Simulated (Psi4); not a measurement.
**r2SCAN/cc-pVDZ (sweep point 1) run of C2H3B (BH2(CCH))**

Wanted: energy and one-electron properties of C2H3B (BH2(CCH)). 

Program for the calculation: Psi4 1.11.

6 further runs of the same task are left out: 6 set aside as unsound or not needed.

**1. The system as given**

C2H3B has 6 atoms, charge 0, and is taken as a singlet. As SMILES, `[H]B([H])C#C`. The coordinates come from a GFN2-xTB relaxation.

Bond lengths: B1–C4 1.497 Å, C4–C5 1.207 Å, B1–H2 1.170 Å, B1–H3 1.170 Å, C5–H6 1.052 Å. Angles: B1–C4–C5 179.9°, H2–B1–C4 119.5°, H3–B1–C4 119.5°, C4–C5–H6 179.8°, H2–B1–H3 121.0°.

**2. Energy and one-electron properties at r2SCAN/cc-pVDZ (sweep point 1)**

Contents of input.in:

```
memory 1600 mb

molecule geom {
  B      1.07336444     1.85487957     0.01012893
  H      3.27619929     1.83673820     0.18961512
  H     -0.03992991     3.75717238    -0.16236527
  C     -0.34336324    -0.59295826    -0.00100155
  C     -1.48320824    -2.56857244    -0.01298242
  H     -2.48308123    -4.28724056    -0.02341371
  units bohr
  symmetry c1
}

set basis cc-pVDZ
set puream true
set scf_type pk
set dft_radial_points 99
set dft_spherical_points 590

E, wfn = energy('r2scan', return_wfn=True)
oeprop(wfn, 'DIPOLE', 'QUADRUPOLE', 'MULLIKEN_CHARGES', 'LOWDIN_CHARGES', title='R2SCAN')
```

The run is started by

```sh
psi4 -n 1 input.in input.out
```

**Question.** What will come out? Wanted: total energy; dipole moment; HOMO energy; LUMO energy; HOMO–LUMO gap.

Answer, from the run:

Level: r2SCAN/cc-pVDZ (sweep point 1).

| quantity | value |
| --- | --- |
| total energy | -102.70636 Eh |
| dipole moment | 0.98 D |
| HOMO energy | -6.99 eV |
| LUMO energy | -2.94 eV |
| HOMO–LUMO gap | 4.05 eV |

In words: Mulliken charges run from -0.16 on C5 to +0.13 on C4.
